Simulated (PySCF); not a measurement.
triphosphine, H5P3, SMILES PPP, point group Cs.

Level: B3LYP/pcSseg-1 in PySCF (density fitting, grid level 2); geometry and Hessian at that level, cubic constants and property derivatives from steps of ±0.6 along each species' dimensionless normal coordinates, second-order vibrational perturbation theory. The parent has the commonest isotopes.

Equilibrium geometry (Å):

```csv
atom,x,y,z
P1,1.7362,-0.4304,-0.3747
P2,-0.0585,0.2468,0.8452
P3,-1.6613,-0.3969,-0.6330
H4,1.8766,0.8203,-1.0512
H5,2.6738,-0.0646,0.6397
H6,-0.1259,-0.9837,1.5709
H7,-2.7339,-0.0082,0.2275
H8,-1.6707,0.8544,-1.3227
```

(1) Give the equilibrium and ground-state rotational constants (MHz) of parent; ²H at 4; ²H at 5; ²H at 4, ²H at 5; ²H at 6.

(2) How is the parent's vibrational correction B0 − Be made up?

(3) And its quartic centrifugal distortion constants from the harmonic force field?

A mode lies under 250 cm⁻¹, where this perturbation treatment is rough. Internal rotors are held in one well.

Answers

(1) 
```
         species      Ae      Be      Ce      A0      B0      C0  Δ0 (u Å²)  harmonic ZPE (cm⁻¹)
          parent  9132.5  2442.7  2017.7  9068.1  2433.1  2006.5    -11.566                 9901
         ²H at 4  8771.1    2385  1988.5  8730.1  2372.6  1976.3    -15.168                 9381
         ²H at 5  9092.6    2359  1958.4  9016.2  2351.5  1949.3    -11.706                 9385
²H at 4, ²H at 5    8729  2306.4  1931.6  8675.7  2296.1  1921.4    -15.332                 8854
         ²H at 6  8620.9  2422.1  2005.4  8559.1  2413.6  1994.8    -15.085                 9358
```

Δ0 = Ic − Ia − Ib from the ground-state constants.

(2) 
```json
{"axis": "a", "harmonic": "29.9", "Coriolis": "-49", "cubic": "-45.5", "total (MHz)": "-64.5"}
{"axis": "b", "harmonic": "4.27", "Coriolis": "-3.37", "cubic": "-10.5", "total (MHz)": "-9.56"}
{"axis": "c", "harmonic": "1.64", "Coriolis": "-1.64", "cubic": "-11.2", "total (MHz)": "-11.2"}
```

(3) Asymmetric top, A reduction, Ir representation: ΔJ = 1.59 kHz, ΔJK = -12.6 kHz, ΔK = 64.3 kHz, δJ = 0.452 kHz, δK = 2.1 kHz.
